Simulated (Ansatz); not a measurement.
# Active spaces for CH₄S, singlet

Calculated in Ansatz's Gaussian-basis code. Basis aug-cc-pVDZ on C/H, aug-cc-pV(D+d)Z on S, nonrelativistic, 6 orbitals frozen in the corrections. State-specific CASSCF; RHF is the lowest restricted (open-shell) Hartree–Fock solution met. No symmetry is imposed, so a solution can break that of the shape. No proof that the lowest CASSCF solution was found.

Geometry:

```xyz
6

C     0.0000   -0.0190   -1.1504
S     0.0000    0.0866    0.6609
H     0.0000   -1.2330    0.8965
H     0.0000    1.0057   -1.5225
H     0.8923   -0.5218   -1.5234
H    -0.8923   -0.5218   -1.5234
```

Task: What do CASSCF and its corrections give against RHF in CAS(2,2), and what are the occupations?

Result: CASSCF -0.415 eV, SC-NEVPT2 -8.182 eV; occupations 1.98, 0.02.

Task: How do single-reference totals in the same basis and frozen core stand against SC-NEVPT2 in CAS(2,2)?

Result: CCSD(T) -1.362 eV. Coupled cluster stands on the determinant that it favours, which can lie over the RHF solution above, and is in doubt where the occupations are far from 0, 1 and 2.
